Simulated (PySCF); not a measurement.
A PySCF script (with the pyscf-properties extension) for the NMR shieldings of SMILES O, H₂O, on a PBE0-D3(BJ)/def2-SVP geometry:

```python
import basis_set_exchange as bse
import numpy as np
from pyscf import gto, dft
from pyscf.prop import nmr

atoms = """
O    -0.041170    0.396536    0.000000
H    -0.729748   -0.276184    0.000000
H     0.770917   -0.120353   -0.000000
"""
names = dict.fromkeys(["O", "H"], "pcSseg-1")
basis = {el: gto.basis.parse(bse.get_basis(n, elements=[el], fmt="nwchem")) for el, n in names.items()}
mol = gto.M(atom=atoms, basis=basis, charge=0, verbose=0)
mf = dft.RKS(mol, xc="PBE0")
mf.grids.level = 2
mf.grids.alignment = dft.numint.BLKSIZE   # the property module wants whole blocks of grid points
mf.conv_tol = 1e-9
mf.kernel()

calc = nmr.RKS(mf)   # GIAO
C = mf.mo_coeff
Co = C[:, mf.mo_occ > 0]
resp = mf.gen_response(singlet=True, hermi=2)
def vind(x):   # induced exchange potential for any number of trial vectors
    d = np.einsum("pi,xij,qj->xpq", C, 2 * x.reshape(-1, C.shape[1], Co.shape[1]), Co, optimize=True)
    return np.einsum("xpq,pi,qj->xij", resp(d - d.transpose(0, 2, 1)), C, Co, optimize=True).ravel()
mo1, _ = nmr.rhf.solve_mo1(calc, with_cphf=vind)
sigma = calc.kernel(mo1)
for i, s in enumerate(sigma):   # ppm
    w = np.linalg.eigvalsh((s + s.T) / 2)
    print("%2d %-2s iso %8.1f  s11 %8.1f  s22 %8.1f  s33 %8.1f" % (i, mol.atom_pure_symbol(i), w.mean(), *w))
```

**Question.** What does it print?

**Answer.** 
```
 0 O  iso    334.6  s11    314.3  s22    335.2  s33    354.3
 1 H  iso     31.0  s11     23.7  s22     25.4  s33     43.8
 2 H  iso     31.0  s11     23.7  s22     25.4  s33     43.8
```

These numbers come from an equivalent density-fitted implementation of the same equations, which agrees with the script to about 0.01 ppm for H and up to a few tenths of a ppm for heavy atoms, so last digits may differ.

Size and cost of the density-fitted run: 27 basis functions, 1.2 s wall time on 1 thread of an Intel Xeon, shared host; peak memory 0.26 GiB.
